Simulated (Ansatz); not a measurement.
Ideal-gas functions of H₆NSi₂, SMILES `[SiH2]N[SiH3]` radical at 298.15 K and 1 bar, from an Ansatz frequency run at PBE0-D4/def2-TZVP.

Molar mass 76.23 g/mol, point group C1 (symmetry number 1), electronic degeneracy 2, moments of inertia 18.314, 161.068, 171.762 u Å². Harmonic wavenumbers (cm⁻¹, unscaled): 49, 110, 201, 381, 610, 651, 707, 747, 820, 896, 934, 947, 957, 990, 1197, 2156, 2198, 2210, 2218, 2246, 3600.

Use S(trans) = R[1.5 ln M + 2.5 ln T − 1.1517]; rotational temperatures θ = 24.2544 K / I; S(rot) = R[ln(√π/σ · √(T³/θAθBθC)) + 1.5]; for each mode x = 1.438777 ν̃/T, S = R[x/(eˣ − 1) − ln(1 − e⁻ˣ)] and H = RT x/(eˣ − 1); 1 cm⁻¹ = 0.0119627 kJ/mol; R = 8.31446 J/(mol·K).

Problem. By hand: the entropy, in J/(mol·K).

Solution. Translation 162.9. Rotation: θ = 1.3244, 0.1506, 0.1412 K, giving 103.1. Vibration, mode by mode: 20.32, 13.68, 8.89, 4.33, 1.81, 1.55, 1.25, 1.07, 0.80, 0.59, 0.51, 0.48, 0.47, 0.41, 0.18, 0.00, 0.00, 0.00, 0.00, 0.00, 0.00, in all 56.3. Electronic 5.8. Sum 328.1 J/(mol·K).

Problem. By hand: H − E and G − E in kJ/mol, counted from the electronic energy.

Solution. Zero-point energy ½ × 24825 × 0.0119627 = 148.5; thermal vibration 8.5; translation, rotation and pV give 4 RT = 9.9. H − E = 166.9 kJ/mol, and G − E = 166.9 − 298.15 × 328.1/1000 = 69.1 kJ/mol.

Vibration gives 17 % of the entropy, 34.0 J/(mol·K) of it from the modes under 150 cm⁻¹: soft modes count most, and the harmonic formula is weakest for them. The sum counts one conformer and one mirror image; others add a mixing term.
